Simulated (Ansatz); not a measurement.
# How far each method lies from full CI for [OH···H···H], doublet

Geometry: a point of a hydrogen-transfer path between rigid fragments, not a stationary point.

```xyz
4

O    -0.1780   -0.0491    0.0000
H    -0.4273    0.8775    0.0000
H     1.2540   -0.0491    0.0000
H     1.9990   -0.0491    0.0000
```

Basis 6-31G; Ansatz 0.2.0. Only valence electrons are correlated (noble-gas cores frozen), which leaves 9 electrons in 14 orbitals. R marks a restricted (for open shells ROHF) determinant, U an unrestricted one. Active spaces: pair = (3e, 3o) about the gap; valence = (9e, 7o) chosen from the atoms' valence shells.

Full CI is exact within this basis and frozen core; it isn't the basis-set limit. The frozen core follows each run's orbitals, which can shift R against U totals by a few meV.

For open shells CISD and CISDTQ are restricted-active-space CI with the open shells as a complete middle space.

```
UHF ⟨S²⟩                          : 0.764
T1 diagnostic (RCCSD)             : 0.0282
largest doubles amplitude (RCCSD) : 0.054
T1 diagnostic (UCCSD)             : 0.0183
```

| level | E − E(RHF) (eV) |
| --- | --- |
| UHF | -0.1053 |
| RMP2 | -3.0927 |
| UMP2 | -3.1252 |
| RCCSD | -3.5920 |
| UCCSD | -3.5937 |
| RCCSD(T) | -3.6214 |
| UCCSD(T) | -3.6216 |

Estimate how far full CI in 6-31G lies from RCCSD(T). The table doesn't fix it; the size of (T) and the diagnostics are the guide.

Full CI in 6-31G lies 0.27 kcal/mol below RCCSD(T), which is 40 % of the (T) step (-0.68 kcal/mol). The diagnostics give no warning, yet the rest is a sizeable part of (T).

The other levels:

| level | E − E(full CI) (kcal/mol) | share of correlation (%) | wall time |
| --- | --- | --- | --- |
| CISD | 4.60 | 94.51 | 0.33 s |
| BCCD(T) | 0.29 | 99.65 | 0.45 s |
| RCCSDT | 0.17 | 99.80 | – |
| UCCSDT | 0.16 | 99.81 | – |
| CISDTQ | 0.12 | 99.86 | 1.7 s |
| RCCSDT(Q) | 0.01 | 99.99 | 2.2 s |
| UCCSDT(Q) | 0.00 | 100.00 | 2 s |
| RCCSDTQ | 0.00 | 99.99 | 17 s |
| UCCSDTQ | 0.00 | 100.00 | 17 s |
| CASSCF (pair space) | 68.62 | 18.10 | – |
| NEVPT2 (pair space) | 10.19 | 87.84 | 0.15 s |
| MRCISD (pair space) | 3.45 | 95.88 | – |
| MRCISD+Q (pair space) | 0.37 | 99.56 | 0.3 s |
| CASSCF (valence space) | 52.08 | 37.84 | – |
| NEVPT2 (valence space) | 9.52 | 88.63 | 0.48 s |
| MRCISD (valence space) | 2.08 | 97.52 | – |
| MRCISD+Q (valence space) | 0.78 | 99.07 | 0.9 s |

The correlation energy at full CI, counted from RHF, is -3.633 eV. That run took 8.5 s on 1 thread of Arm Neoverse V1, shared host over 1,003,332 determinants.

Times hold each run's SCF and search for its determinant on a shared host, so for small cases they say little of a method's own cost; they ran on 1 thread of Arm Neoverse V1.

The full-CI state has the irrep A' of Cs, in the program's axes.

Natural occupations of full CI about the gap: 1.988 1.981 1.968 1.967 0.997 0.030 0.027 0.018 0.010 0.006; effectively unpaired electrons, Σ n²(2−n)², 1.02.
